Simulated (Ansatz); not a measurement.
**H2B–CH, triplet in cc-pVDZ: errors against UCCSDT(Q)**

Geometry: displaced at random from a stationary point.

| atom | x (Å) | y (Å) | z (Å) |
| --- | --- | --- | --- |
| B | 0.0845 | 0.0543 | 0.7366 |
| C | -0.0804 | -0.0891 | -0.7406 |
| H | -0.0038 | 1.1288 | 1.2276 |
| H | 0.0793 | -0.9840 | 1.4736 |
| H | -0.0237 | 0.3344 | -1.7768 |

Basis cc-pVDZ; Ansatz 0.2.0. Only valence electrons are correlated (noble-gas cores frozen), which leaves 10 electrons in 41 orbitals. Prefix R: restricted or restricted open-shell reference; prefix U: unrestricted.

Full CI isn't at hand for all of this; UCCSDT(Q) serves as the reference, and is uncertain by about the last step of the cluster series. The frozen core follows each run's orbitals, which can shift R against U totals by a few meV.

For open shells CISD is restricted-active-space CI with the open shells as a complete middle space.

* UHF ⟨S²⟩: 2.019
* T1 diagnostic (RCCSD): 0.0223
* largest doubles amplitude (RCCSD): 0.026
* T1 diagnostic (UCCSD): 0.0176

```json
{"level": "UHF", "E − E(RHF) (eV)": "-0.1715"}
{"level": "RMP2", "E − E(RHF) (eV)": "-4.7631"}
{"level": "UMP2", "E − E(RHF) (eV)": "-4.7630"}
{"level": "RCCSD", "E − E(RHF) (eV)": "-5.7415"}
{"level": "UCCSD", "E − E(RHF) (eV)": "-5.7445"}
{"level": "RCCSD(T)", "E − E(RHF) (eV)": "-5.8695"}
{"level": "UCCSD(T)", "E − E(RHF) (eV)": "-5.8699"}
```

Question: Estimate how far UCCSDT(Q) in cc-pVDZ lies from RCCSD(T). The table doesn't fix it; the size of (T) and the diagnostics are the guide.

Answer: UCCSDT(Q) in cc-pVDZ lies 3.0 kJ/mol below RCCSD(T), which is 25 % of the (T) step (-12.3 kJ/mol). The diagnostics are small and one determinant leads, so the series closes fast and only a small part of (T) is left.

The other levels:

```tsv
level	E − E(UCCSDT(Q)) (kJ/mol)	share of correlation (%)	wall time
CISD	48.7	91.44	1.9 s
BCCD(T)	3.0	99.47	1.2 s
RCCSDT	0.6	99.89	–
UCCSDT	0.5	99.91	–
RCCSDT(Q)	0.1	99.98	48 s
```

The correlation energy at UCCSDT(Q), counted from RHF, is -5.901 eV. That run took 41 s on 1 thread of Arm Neoverse V1, shared host.

Times hold each run's SCF and search for its determinant on a shared host, so for small cases they say little of a method's own cost; they ran on 1 thread of Arm Neoverse V1. Some runs computed forces too.
